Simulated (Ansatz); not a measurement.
A run of Ansatz (development build ahead of 0.2.0) on singlet C4H10 at this shape:

```xyz
14

H    -0.0076   -0.0042    1.4787
C    -0.0040   -0.0047    0.3598
C     1.4627    0.0005   -0.0899
C    -0.7176    1.2556   -0.0930
C    -0.7303   -1.2580   -0.0851
H     1.5128   -0.0095   -1.1959
H     1.9939    0.8947    0.2765
H     1.9974   -0.8919    0.2766
H    -0.7671    1.3105   -1.1926
H    -1.7688    1.2718    0.2648
H    -0.2248    2.1681    0.2584
H    -0.7630   -1.3191   -1.1900
H    -0.2286   -2.1724    0.2775
H    -1.7728   -1.2871    0.2732
```

Its results:

- Converged: yes
- Reference energy: -155.46189 hartree
- Correlation energy: -0.21226 hartree
- Total energy: -155.67415 hartree
- Spin squared of the determinant: 0.000

Problem. Which input gives this output? Name the method, the orbitals and the basis set, and write the input.

Solution. RHF-MP2 in STO-3G. An unrestricted run that stays on the closed shell gives the same numbers.

```yaml
crystal:
  periodic: [false, false, false]
  atoms:
    - { symbol: H, position_ang: [-0.00759, -0.00423, 1.47872] }
    - { symbol: C, position_ang: [-0.00404, -0.00466, 0.35981] }
    - { symbol: C, position_ang: [1.46268, 0.00048, -0.08991] }
    - { symbol: C, position_ang: [-0.71759, 1.25558, -0.09301] }
    - { symbol: C, position_ang: [-0.73031, -1.25797, -0.08508] }
    - { symbol: H, position_ang: [1.51283, -0.00951, -1.19592] }
    - { symbol: H, position_ang: [1.99387, 0.89468, 0.2765] }
    - { symbol: H, position_ang: [1.99744, -0.89188, 0.27655] }
    - { symbol: H, position_ang: [-0.76707, 1.31051, -1.19262] }
    - { symbol: H, position_ang: [-1.76882, 1.2718, 0.26478] }
    - { symbol: H, position_ang: [-0.22476, 2.16807, 0.25838] }
    - { symbol: H, position_ang: [-0.76295, -1.31905, -1.18999] }
    - { symbol: H, position_ang: [-0.2286, -2.17236, 0.27746] }
    - { symbol: H, position_ang: [-1.77282, -1.28714, 0.27323] }
basis:
  gaussian: { orbitals: STO-3G }
hamiltonian:
  xc: hf
correlation:
  method: mp2
  frozen_orbitals: { C: 1, H: 0 }
```
